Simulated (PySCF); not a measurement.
# Converging MgP in the basis (PBE0)

PySCF, UKS reference; quartet, unpaired electrons σ ↑, π ↑↑; De to Mg + P without counterpoise correction.

```tsv
basis	relativity	functions	Re (Å)	ωe (cm⁻¹)	De (eV)	μ (D)
x2c-SVPall	spin-free X2C	36	2.563	301	0.81	-1.69
cc-pVDZ/cc-pV(D+d)Z	no relativity	41	2.550	304	0.80	-1.72
aug-cc-pVDZ/aug-cc-pV(D+d)Z	no relativity	59	2.549	307	0.83	-1.93
x2c-TZVPPall	spin-free X2C	74	2.535	310	0.83	-1.81
```

How does each smaller set differ from the one with most functions, x2c-TZVPPall?

x2c-SVPall: +2.8 pm, -2.9 % in ωe, -0.02 eV in De; cc-pVDZ/cc-pV(D+d)Z: +1.5 pm, -1.9 % in ωe, -0.03 eV in De; aug-cc-pVDZ/aug-cc-pV(D+d)Z: +1.4 pm, -1.0 % in ωe, +0.00 eV in De. All at PBE0; the set with most functions is neither the basis-set limit nor always the best. The rows treat relativity differently, so the differences are not basis effects alone.

A positive dipole means Mg(−)P(+). The state is the lowest determinant that a PBE0 search found; another state may lie lower at other levels.
